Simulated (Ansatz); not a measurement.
Ansatz (an electronic-structure program) input (RI-MP2/aug-cc-pV(T+d)Z):
A basis named .json is the Basis Set Exchange file of that set.

Ansatz 0.2 input:
```yaml
crystal:
  periodic: [false, false, false]
  atoms:
    - {symbol: C, position_ang: [0.01118773, 0.75889942, -0.01238914]}
    - {symbol: C, position_ang: [1.30488840, 1.02329449, 0.00343307]}
    - {symbol: Cl, position_ang: [-0.63700773, -0.85323169, 0.00417952]}
    - {symbol: H, position_ang: [-0.75905041, 1.51625302, -0.03695357]}
    - {symbol: H, position_ang: [2.05291747, 0.24314247, 0.02802818]}
    - {symbol: H, position_ang: [1.63880765, 2.05237986, -0.00839007]}
basis:
  gaussian:
    orbitals: aug-cc-pV_T+d_Z.json
    fitting: {mean_field: def2-universal-jkfit, correlation: aug-cc-pVTZ-RIFIT.json}
total_charge: 1
magnetization: {spin_polarized: true, initial_magnetization: 1}
correlation: {method: mp2, electrons: outside_noble_gas}
```

Output:

```
Functional definition: HF
integrals: 0.17 GiB planned
332 factors; integrals over basis functions are off by at most 1.4e0 eV
497 factors; integrals over basis functions are off by at most 7.7e-1 eV
mean field: 0.55 GiB planned
mean field evaluation 1: about -14600.9692 eV, gradient 2.1e1 eV
mean field evaluation 2: about -14602.9306 eV, gradient 1.0e1 eV
mean field evaluation 4: about -14603.5480 eV, gradient 1.3e0 eV
mean field evaluation 8: about -14603.6322 eV, gradient 2.4e-1 eV
mean field evaluation 16: about -14602.0905 eV, gradient 1.5e-6 eV
mean field evaluation 32: about -14603.6063 eV, gradient 6.8e-1 eV
mean field -14603.63727790 eV, -536.6737712621 hartree, gradient 2.6e-6 eV, S^2 0.763324; 5 other end points of the search recorded, 0 dependent functions left out
7 core orbitals not correlated
reference -14603.63727790 eV, -536.6737712621 hartree; 9, 8 occupied and 200, 201 virtual orbitals, 497 factors
second order -12.89388049 eV of doubles, -0.00000000 eV of singles
Total energy: -14616.53115839 eV, -537.1476126302 hartree
```

This state (charge 1, doublet) is run at the relaxed geometry of the species with charge 0 and multiplicity 1.
